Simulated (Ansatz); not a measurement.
A made-up structure of CH5Al2, doublet:

```
8
angstrom
C -1.2395 1.0271 -1.1003
Al -0.0696 0.7338 0.4116
Al 1.2098 -1.4968 0.7280
H -1.7936 1.9509 -1.2668
H -1.4288 0.2988 -1.8880
H -0.5702 0.2246 -0.9230
H 2.6703 -1.7356 0.1279
H 0.5964 -2.7245 1.5445
```

It is relaxed with PBE-D4/def2-SVP and then PBE0-D4/def2-TZVP (Ansatz 0.2.0). Atoms count as bonded within 1.22 times the sum of their covalent radii (H–H: 0.88 Å). The end point is not checked to be a true minimum.

Q: Does its bonding change? (Judge from chemistry; the calculation decides.)

A: Computed: Yes. Formed: none; broken: Al2–H6.

Where it ends: The first stage lowers the energy by 3.58 eV in 14 steps. It ends as CH₅Al₂ ([CH3][Al][AlH2]):
```
atom    x (Å)    y (Å)    z (Å)
  C1  -1.1821   1.0005  -1.2625
 Al2  -0.0535   0.1609   0.1004
 Al3   1.3044  -1.8025   0.8586
  H4  -1.5392   1.9922  -0.9771
  H5  -2.0535   0.3699  -1.4694
  H6  -0.6250   1.0962  -2.2008
  H7   2.8864  -1.7219   0.6955
  H8   0.6372  -2.8170   1.8890
```

Labels in which every atom is bracketed show which atoms are joined, not bond orders.

For scale, one of the runs: PBE0-D4/def2-TZVP relaxation, 135 basis functions, launched by `ansatz run in.yaml --threads 2 --pin off --events-out ev --progress --plain --max-ram 4352MiB`. The run took about 29 s on 2 CPU threads of an Arm Neoverse V2 (shared host).
